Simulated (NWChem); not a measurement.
chloroform (CHCl₃); SMILES ClC(Cl)Cl

Results from NWChem. The geometry was optimised at PBE-D3(BJ)/def2-SVP. B3LYP is NWChem's, with the RPA form of VWN correlation. Level: B3LYP/def2-SVP with COSMO at NWChem's default radii, gas-phase geometry; the question gives the dielectric constant.

Q: What does the run give for dielectric constant 37.5? Quantities: electrostatic solvation energy (kcal/mol); dipole in solution (D).

A: 
```
Item                                       Value
-----------------------------------------  -----
electrostatic solvation energy (kcal/mol)   -2.2
dipole in solution (D)                      1.49
```
